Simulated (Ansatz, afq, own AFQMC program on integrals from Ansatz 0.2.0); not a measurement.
**C₂H₄N, doublet: AFQMC among the cluster methods**

```xyz
7

C    -1.9461    0.0000    0.0000
H    -2.3093    1.0273    0.0000
H    -2.3093   -0.5137    0.8897
H    -2.3093   -0.5137   -0.8897
H    -0.7121    0.0000    0.0000
N     1.7299    0.0000    0.0000
C     0.5699    0.0000    0.0000
```

Basis cc-pVDZ. Noble-gas cores (and the filled d shells of Ga–Kr and In–Xe) are frozen. AFQMC by an in-house program on the Cholesky factors that Ansatz 0.2.0 writes for its CCSD(T) run. ph-AFQMC/CISD is guided by a CISD state made of CCSD amplitudes; releasing the constraint for a short imaginary time cuts its bias at the price of noise, slowly where states lie close. Error bars are statistical, one sigma.

Determinant: ROHF, the one that the program's search chose, which needn't be the lowest solution. The geometry is a point of a scan.

No full CI on the walks' own integrals is used here; CCSDT(Q) serves as the reference and is uncertain by about the last step of the cluster series.

Cautions: higher spins were not checked; a spin-contaminated unrestricted determinant lies lower (UHF 375 meV lower, ⟨S²⟩ 0.99); the released energies are still falling, so no released level is given (meV from the phaseless value at times in 1/Eh: 1 ± 7 at 0.24, -7 ± 5 at 0.51, -9 ± 5 at 0.99, -22 ± 9 at 1.50), though the last usable value meets CCSDT(Q) within the noise.

The T1 diagnostic is 0.0244, the weight of the determinant in the CISD state is 0.821 and the size of the correlated space is 17 electrons in 59 orbitals.

Reference: CCSDT(Q), correlation energy -13.368 eV.

```csv
level,E − E(reference) (kcal/mol),share of correlation (%)
HF,308.27,0.00
MP2,30.69,90.04
CCSD,12.80,95.85
CCSD(T),1.56,99.49
CCSDT,1.14,99.63
ph-AFQMC/HF,-0.54 ± 0.73,100.17
ph-AFQMC/CISD,0.16 ± 0.20,99.95
```

A walk keeps the symmetry of its determinant, which the program's search chose and which needn't be the lowest solution, so a lower state of the same spin and another symmetry isn't excluded.
